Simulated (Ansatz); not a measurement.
Basis-set extrapolation for C$_{4}$H$_{8}$O, SMILES `C=C(C)OC` (PBE0-D4/def2-TZVP geometry, frozen core, Ansatz). Multiplicity 1, RHF reference.

|  | def2-TZVPP | def2-QZVPP |
| --- | --- | --- |
| HF | -231.054904 | -231.065790 |
| MP2 correlation | -0.913218 | -0.974964 |
| CCSD(T) correlation | -0.993804 | not run |

Energies in hartree. Use E(X) = E(∞) + A·exp(−7.88·√X) for Hartree–Fock and E(X) = E(∞) + B·X^(−2.97) for correlation, with X = 3 and 4, and add CCSD(T) minus MP2 of the smaller set to the MP2 limit.

Problem. What is the CCSD(T) energy at the basis-set limit?

Solution. HF limit: -231.065790 + (-0.010886) × 0.13774 = -231.06729. MP2 limit: -0.974964 + (-0.061746) × 0.74074 = -1.02070. Higher-order term: -0.993804 − (-0.913218) = -0.08059. Total: -232.16858 hartree, 314.7 kJ/mol below CCSD(T)/def2-TZVPP.
